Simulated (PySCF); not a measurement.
# A diatomic session: AlF

An exercise on one series of results from a longer session: the logs are not shown, and one member is left open.

Method: Al pcseg-1, F pcseg-1, no relativity; program: PySCF 2.14.0.

The first run:

Settings of the job:

```yaml
atoms: Al, F
charge: 0
basis: Al pcseg-1, F pcseg-1
Hamiltonian: no relativity
basis_functions: 32
electrons_treated: 22
masses_in_u: 26.9815, 18.9984
levels: PBE0, PBE, r²SCAN, B3LYP, B97-3, TPSS, HF, MP2, SCS-MP2, CCSD, CCSD(T)
grid: 80 radial by 434 angular points
occupations: held fixed by the projection of orbital angular momentum
dissociation_limit: Al + F, each in its ground configuration
starting_distance_in_angstrom: 1.810
values_of_2S_to_try: 0, 2
```

Launch:

```sh
$ OMP_NUM_THREADS=1 python dia.py task.json out
```

Among the steps run: Input; First curve: PBE0; PBE; r²SCAN (meta-GGA); B3LYP (global hybrid GGA); B97-3 (global hybrid GGA); TPSS (meta-GGA); RHF; Adding correlation.

One of the session's tables, all rows but one given; the rest of the session is left out.

Energy (eV) from each level's lowest point:

| R (Å) | RHF | RHF-MP2 | RHF-SCS-MP2 | RHF-CCSD | RHF-CCSD(T) |
| --- | --- | --- | --- | --- | --- |
| 1.456 | 0.967 | 1.146 | 1.141 | n/a | n/a |
| 1.524 | 0.396 | 0.514 | 0.512 | 0.500 | 0.507 |
| 1.591 | 0.100 | 0.166 | 0.164 | 0.158 | 0.161 |
| 1.642 | ? | ? | ? | ? | ? |
| 1.693 | 0.000 | 0.000 | 0.000 | 0.000 | 0.000 |
| 1.744 | 0.054 | 0.028 | 0.028 | 0.031 | 0.029 |
| 1.812 | 0.198 | 0.141 | 0.141 | 0.148 | 0.144 |
| 1.896 | 0.454 | 0.369 | 0.368 | 0.379 | 0.373 |
| 1.998 | 0.826 | 0.718 | 0.715 | 0.730 | 0.721 |
| 2.133 | 1.368 | 1.245 | 1.237 | n/a | n/a |

Q: Estimate the row for R (Å) = 1.642 from the others.

Worked estimate for «RHF». A straight line through the neighbours (1.591, 0.100) and (1.693, 0.000) gives 0.100 + (0.000 − 0.100) × (1.642 − 1.591) / (1.693 − 1.591) = 0.050; a parabola fitted to 4 rows on both sides gives 0.003.

The run gave: RHF: 0.009; RHF-MP2: 0.039; RHF-SCS-MP2: 0.039; RHF-CCSD: 0.036; RHF-CCSD(T): 0.037. In «RHF» the line misses by +0.041 and the parabola by -0.006.
